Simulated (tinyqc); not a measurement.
Inside a calculation. Method: geometry optimisation on the RHF/sto-3g surface (energies and gradients from PySCF), for BH3, spin multiplicity 1. One step of it, computed by the program tinyqc.

Task: Step 2: move. Quasi-Newton step p = -H^(-1) g (the inverse Hessian comes from BFGS updates; coordinates in the order x, y, z of each atom); steps longer than 0.1 bohr are cut back (factor 0.660 here).

positions after step 1 (bohr):
```
            x          y          z
1B  -0.090662   0.068071   0.088597
2H   2.149906   0.041191  -0.082105
3H  -1.116941   1.966227   0.117500
4H  -1.157732  -1.810928  -0.006830
```

gradient (hartree/bohr):
```
              x            y            z
1B  -0.03478702   0.00232183   0.01353328
2H   0.01874116  -0.00054117  -0.00543481
3H   0.00818649  -0.01029248  -0.00433672
4H   0.00785937   0.00851182  -0.00376174
```

inverse Hessian in use (bohr^2/hartree), lower triangle:
```
            1          2          3          4          5          6          7         8
1    3.071812
2    0.266069   6.647332
3   -0.122280  -0.011783   7.874867
4    2.286212  -0.164423  -0.200867   5.276747
5   -0.040883   0.003232  -0.013381   0.028756   6.666320
6   -0.091121   0.013190  -0.378182   0.144154   0.002673   6.780401
7    0.697483  -0.053658   0.142108  -0.470784   0.006761  -0.018946   6.542899
8   -0.847704   0.065700  -0.200956   0.578671  -0.007938   0.031764   0.147667  6.491206
9    0.085144   0.001004  -0.422241   0.043559   0.005173   0.133688  -0.058033  0.080435
10   0.611160  -0.047988   0.181039  -0.425508   0.005366  -0.034087  -0.102931  0.121367
11   0.622519  -0.049597   0.226120  -0.443004   0.005053  -0.047627  -0.100770  0.117700
12   0.128257  -0.002410  -0.407777   0.013154   0.005535   0.130760  -0.065129  0.088756

            9         10         11        12
9    6.813733
10  -0.070670   6.583946
11  -0.086612  -0.078745   6.593510
12   0.141487  -0.076282  -0.091881  6.802197
```

Give: positions after step 2.

Result:

positions after step 2 (bohr):
```
          x        y        z
1B  -0.0637   0.0674   0.0100
2H   2.1510   0.0423  -0.0568
3H  -1.1299   1.9839   0.1447
4H  -1.1728  -1.8290   0.0192
```
